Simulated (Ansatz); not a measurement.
The first iterations of a band of ClH + FH3Si (7 atoms, charge 0, multiplicity 1).

Level of theory: RKS PBE-D4/def2-SVP in Ansatz.

| Item | Value |
| --- | --- |
| movable images | 8 |
| climbing image | no |
| spring | 5.0 eV/Å² |
| optimiser | quadratic models (default) |
| start path | through a guess of the saddle point |
| force threshold | 0.05 eV/Å |
| iteration limit | 60 |
| end points | relaxed |

Image 0:

```xyz
7
Properties=species:S:1:pos:R:3
Si 0.254 0.000 -0.121
F 0.106 0.000 1.532
H 1.723 0.000 -0.419
H -0.393 1.241 -0.653
H -0.393 -1.241 -0.653
Cl -3.001 0.000 1.490
H -1.767 0.000 1.920
```

Image 9:

```xyz
7
Properties=species:S:1:pos:R:3
Si -0.411 0.000 -0.531
F 0.032 0.001 2.881
H 0.759 0.000 0.397
H -0.448 1.231 -1.384
H -0.448 -1.231 -1.385
Cl -2.149 0.000 0.664
H -0.806 0.000 2.454
```

| iteration | highest image above the first end (eV) | largest band force component (eV/Å) |
| --- | --- | --- |
| 1 | 2.115 | 5.243 |
| 2 | 1.420 | 1.898 |

Does the band converge within its limit, and where does its top end?

It converged. It ended after 8 iterations with the highest image 1.139 eV above the first end. No image climbed, so the highest image needn't sit at the top of the path. The orbitals stay closed-shell, which can raise the energy where a bond breaks towards radicals; this wasn't checked here.

Run time: 110 s on 1 thread of Arm Neoverse V1, with other jobs on the host, peak memory 0.12 GiB.
